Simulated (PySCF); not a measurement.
Molecule: SMILES [H][H], H2.

Geometry:
```csv
atom,x (Å),y (Å),z (Å)
H1,0.383,-0.006,-0.005
H2,-0.378,0.009,-0.023
```

Spin–spin couplings on one PBE0-D3(BJ)/def2-SVP geometry, PySCF 2.14, gas phase, non-relativistic, equivalent pairs averaged; isotopes 1H; functional B3LYP.

Reference values (Hz): 1J(H1,H2) = 279.7 (measured; Jessen and Sauer, arXiv:2312.00705).

Problem. How do the couplings (Hz) change with the basis set? Times are CPU seconds on shared hosts with different chips, so compare them loosely. Far from the basis limit: 6-31G*, pcJ-0, 6-31G-J, def2-TZVP, cc-pVTZ.

Solution. 
| basis set | functions | 1J(H1,H2) | abs. error | core-s |
| --- | --- | --- | --- | --- |
| 6-31G* | 4 | 330.9 | 51.2 | 0.09 |
| pcJ-0 | 6 | 321.8 | 42.1 | 0.16 |
| 6-31G-J | 8 | 348.9 | 69.1 | 0.1 |
| def2-TZVP | 12 | 281.6 | 1.9 | 0.12 |
| pcJ-1 | 20 | 327.0 | 47.2 | 0.1 |
| cc-pVTZ | 28 | 291.6 | 11.9 | 0.13 |
| aug-cc-pVTZ-J | 40 | 339.9 | 60.2 | 0.17 |
| pcJ-2 | 48 | 336.4 | 56.7 | 0.35 |

Errors compare magnitudes, without vibrational corrections. Closest: def2-TZVP; furthest: 6-31G-J.

The Fermi-contact term samples the wavefunction at the nucleus, which is why sets with added tight s functions (names with J) are made for couplings. Agreement of an ordinary basis with the reference is then largely a cancellation of errors.
